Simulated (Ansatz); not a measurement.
A made-up structure of MgSiH2Cl (charge +1), closed shell:

Si1  (-0.762, 0.339, -0.415)
Mg2  (1.021, -0.455, 0.557)
Cl3  (2.433, -1.083, 1.326)
H4  (-0.796, 1.767, -0.788)
H5  (-1.896, -0.569, -0.679)
(Å)

It is relaxed with PBE-D4/def2-SVP and then PBE0-D4/def2-TZVP (Ansatz 0.2.0). Atoms count as bonded within 1.22 times the sum of their covalent radii (H–H: 0.88 Å). The end point is not checked to be a true minimum.

Q: Does its bonding change? (A judgement: the text doesn't fix the answer.)

A: By the calculation: No: no bond forms or breaks.

Where it ends: The first stage lowers the energy by 3.90 eV in 7 steps. It ends as MgSiH₂Cl ([SiH2][Mg][Cl]), total charge +1:
```
5
angstrom
Si -0.9408 0.4188 -0.5127
Mg 1.2602 -0.5612 0.6871
Cl 3.0035 -1.3370 1.6368
H -1.1523 1.8212 -0.9561
H -2.1706 -0.3418 -0.8551
```

Labels in which every atom is bracketed show which atoms are joined, not bond orders.

For scale, one of the runs: PBE0-D4/def2-TZVP relaxation, 118 basis functions, launched by `ansatz run in.yaml --threads 2 --pin off --events-out ev --progress --plain --max-ram 4352MiB`. Hardware: 2 CPU threads of an Arm Neoverse V1, shared host. Wall time about 12 s.
